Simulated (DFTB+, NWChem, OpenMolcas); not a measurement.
How methods differ on C3H8 (propane)

C3H8: 11 atoms, total charge 0, spin state singlet. SMILES: `CCC`. The shape is that of a PBE0-D4/def2-TZVP optimisation.

| atom | x (Å) | y (Å) | z (Å) |
| --- | --- | --- | --- |
| C | -0.8325 | 0.7243 | -0.6585 |
| C | -0.1240 | 0.1851 | 0.5726 |
| C | 0.9243 | -0.8614 | 0.2345 |
| H | -1.3404 | -0.0774 | -1.2023 |
| H | -0.1223 | 1.1890 | -1.3486 |
| H | -1.5817 | 1.4752 | -0.3968 |
| H | 0.3470 | 1.0121 | 1.1147 |
| H | -0.8610 | -0.2447 | 1.2594 |
| H | 1.4230 | -1.2378 | 1.1308 |
| H | 1.6927 | -0.4488 | -0.4257 |
| H | 0.4750 | -1.7157 | -0.2802 |

Quantity: the dipole moment, in D. The values are calculated.

**The experiment to reproduce.** NIST CCCBDB gives the dipole moment of the gas as 0.08 D.

| level | kind | program | value (D) | computed − measured |
| --- | --- | --- | --- | --- |
| DFTB3-D3(BJ) | semi-empirical | DFTB+ | 0.00 | -0.08 |
| HF/def2-SVP | Hartree–Fock | OpenMolcas | 0.05 | -0.03 |
| SVWN5/def2-SVP | LDA | NWChem | 0.06 | -0.02 |
| PBE/def2-SVP | GGA | OpenMolcas | 0.06 | -0.02 |
| r2SCAN/def2-SVP | meta-GGA | OpenMolcas | 0.05 | -0.03 |
| BHLYP/def2-SVP | global hybrid | OpenMolcas | 0.05 | -0.03 |

Nearest: SVWN5/def2-SVP (-0.02 D), PBE/def2-SVP (-0.02 D); farthest: DFTB3-D3(BJ) (-0.08 D). The measured dipole is a vibrational average, so differences of a few hundredths of a debye mean little. Computed less measured by kind, in D (def2-SVP rows): semi-empirical -0.08; Hartree–Fock -0.03; LDA -0.02; GGA -0.02; meta-GGA -0.03; global hybrid -0.03. Magnitudes only: a small dipole may point the other way at some levels.
